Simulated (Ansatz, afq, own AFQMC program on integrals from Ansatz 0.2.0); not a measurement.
## BNH, doublet → BNH, quartet

```xyz
3

B     0.0000    0.0000    0.0439
N     0.0000    0.0000   -1.2617
H     0.0000    0.0000    1.2178
```

Connectivity, by distances: BH–N.

E(quartet, charge +0) − E(doublet, charge +0) at this geometry, on UHF and UHF determinants.

Basis cc-pVDZ. Noble-gas cores (and the filled d shells of Ga–Kr and In–Xe) are frozen. Integrals, coupled cluster, full CI and functionals: Ansatz 0.2.0; the random walks run on the same integrals in our own AFQMC program. The CISD trial takes its coefficients from CCSD amplitudes. Released means that phaseless walkers are propagated on without the constraint, phases kept. Error bars are statistical, one sigma. The errors of all members are added in quadrature.

No full CI on the walks' own integrals is used here; CCSDTQ serves as the reference and is uncertain by about the last step of the cluster series. Each member takes its own surest rung, up to full CI.

Errors are counted within cc-pVDZ, not against nature.

Cautions: BNH (doublet): its ph-AFQMC/CISD value lies 22 ± 5 meV above CCSDTQ; BNH (quartet): another spin lies lower; the upper state may be diffuse, so the gap hangs on the basis.

Reference (CCSDTQ): 506.7 kJ/mol.

```tsv
level	vertical spin gap (kJ/mol)	error against CCSDTQ (kJ/mol)
HF	371.9	-134.8
MP2	507.9	1.2
CCSD	493.8	-12.8
CCSD(T)	504.6	-2.0
CCSDT	505.5	-1.1
CCSDT(Q)	506.9	0.3
ph-AFQMC/CISD	505.3 ± 0.5	-1.4 ± 0.5
released AFQMC	506.6 ± 0.4	-0.1 ± 0.4
```

Correlation beyond CCSD(T) adds 2.0 kJ/mol. The perturbative (T) step is worth +10.8 kJ/mol.

CCSDT and higher add their correlation energy to the determinant of the CCSD(T) run, since their own runs factorise the integrals more tightly (a shift of under 2 meV). A walk keeps the symmetry of its determinant, which the program's search chose and which needn't be the lowest solution, so a lower state of the same spin and another symmetry isn't excluded. Released energies are given only where the last usable release times agree within the noise; a slower fall can still hide under it.
